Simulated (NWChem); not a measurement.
# ethane (C2H6); SMILES CC

```xyz
8

C      0.0000     0.0000     0.7593
C      0.0000     0.0000    -0.7593
H     -0.7193     0.7193     1.1579
H      0.9826     0.2633     1.1579
H     -0.2633    -0.9826     1.1579
H     -0.9826    -0.2633    -1.1579
H      0.7193    -0.7193    -1.1579
H      0.2633     0.9826    -1.1579
```
Atoms are numbered in this order, from 1.

Level: PBE0-D3(BJ)/def2-TZVP (NWChem), optimised geometry, unscaled harmonic frequencies. 

```tsv
frequency (cm⁻¹)	IR intensity (km/mol)
309	0.0
822	4.7
822	4.7
1026	0.0
1217	0.0
1217	0.0
1398	2.5
1418	0.0
1496	0.0
1496	0.0
1497	11.8
1497	11.8
3049	0.0
3050	57.1
3106	0.0
3106	0.0
3131	56.2
3131	56.2
```

| Item | Result |
|---|---|
| zero-point energy | 46.9 kcal/mol |
| thermal correction to the enthalpy at 298.15 K (with zero-point energy) | 49.6 kcal/mol |
| heat capacity Cv | 10.1 cal/(mol K) |
| entropy at 298.15 K and 1 atm (symmetry number 6) | 54.4 cal/(mol K) |
| dipole moment | 0.00 D |

Rigid rotor and harmonic oscillator.
